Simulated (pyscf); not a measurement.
Single points on ωB97X-D3(BJ)/def2-SVP structures (PySCF, gas phase).

Q: How much does it cost (ΔH, 298 K, ωB97M-D3(BJ)/def2-TZVP) to split H₂N–Y(NH₂)–SH at its S–Y bond into [H₂N–Y–NH₂]• + SH•?

A: S–Y to [H₂N–Y–NH₂]• + SH•: 4.15 eV. The 7 functionals that were run give +3.92 (B3LYP-D3(BJ)) to +4.35 eV (ωB97X-D3(BJ)/def2-TZVP). The radicals are drawn with the spin at the cut bond; how far it spreads was not checked. Other isomers of [H₂N–Y–NH₂]• were not searched in full and may lie lower. Left out: the spin-orbit lowering of SH. Open-shell species with a d-block atom are single-reference here; other states, and whether the spin sits on metal or ligand, were not checked. Elements past Kr carry the def2 core potentials, without spin-orbit coupling.
